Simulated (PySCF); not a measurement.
## H3PS: fields on a plane

These are results of PySCF, PBE0, basis P def2-TZVP, S def2-TZVP, H def2-TZVP (no relativity, density fitting), not measurements.

The singlet minimum has P–H 1.415 Å (×3), P–S 1.925 Å; H–P–H 99.9° (×3), H–P–S 117.9° (×3).

The plane holds P1 at (0.00, 0.00), S2 at (1.92, 0.00), H3 at (-0.66, 1.25) Å. Columns run from x = -2.55 to 4.35 Å, rows from y = 3.45 (top) to -1.95 Å, in steps of 0.3 Å. Other isomers or separated fragments may lie lower.

Q: Give the electron density (e/Å³) (cut at 5 e/Å³). Every second row and column.

A: 
```
0.00 0.00 0.00 0.00 0.00 0.00 0.00 0.00 0.00 0.00 0.00 0.00
0.00 0.00 0.00 0.00 0.00 0.00 0.00 0.00 0.00 0.00 0.00 0.00
0.00 0.00 0.01 0.03 0.02 0.01 0.00 0.01 0.01 0.00 0.00 0.00
0.00 0.01 0.08 0.45 0.23 0.05 0.04 0.05 0.05 0.02 0.00 0.00
0.00 0.01 0.18 1.55 0.84 0.26 0.23 0.40 0.36 0.11 0.02 0.00
0.00 0.01 0.12 0.68 2.30 0.89 0.87 1.59 1.48 0.39 0.04 0.00
0.00 0.01 0.10 0.53 5.00 2.28 1.17 5.00 5.00 0.50 0.05 0.00
0.00 0.01 0.08 0.36 0.55 0.46 0.50 0.92 0.86 0.23 0.03 0.00
0.00 0.00 0.02 0.08 0.10 0.08 0.10 0.15 0.14 0.05 0.01 0.00
0.00 0.00 0.00 0.01 0.01 0.01 0.01 0.02 0.02 0.01 0.00 0.00
```

Q: Give the electron localisation function (set to 0 where the density is under 0.005 e/Å³). Every second row and column.

A: 
```
0.00 0.00 0.00 0.00 0.00 0.00 0.00 0.00 0.00 0.00 0.00 0.00
0.00 0.00 0.00 0.00 0.00 0.00 0.00 0.00 0.00 0.00 0.00 0.00
0.00 0.00 0.95 0.99 0.84 0.02 0.00 0.13 0.18 0.00 0.00 0.00
0.00 0.80 1.00 1.00 0.98 0.12 0.12 0.58 0.68 0.46 0.00 0.00
0.00 0.54 0.98 1.00 0.98 0.43 0.54 0.83 0.90 0.77 0.29 0.00
0.00 0.03 0.38 0.78 0.13 0.14 0.78 0.10 0.17 0.83 0.40 0.00
0.00 0.01 0.13 0.21 0.85 0.12 0.80 0.73 0.46 0.81 0.41 0.00
0.00 0.02 0.16 0.52 0.29 0.52 0.74 0.81 0.90 0.82 0.36 0.00
0.00 0.00 0.05 0.19 0.23 0.21 0.50 0.78 0.84 0.66 0.20 0.00
0.00 0.00 0.00 0.02 0.02 0.03 0.22 0.48 0.48 0.25 0.00 0.00
```
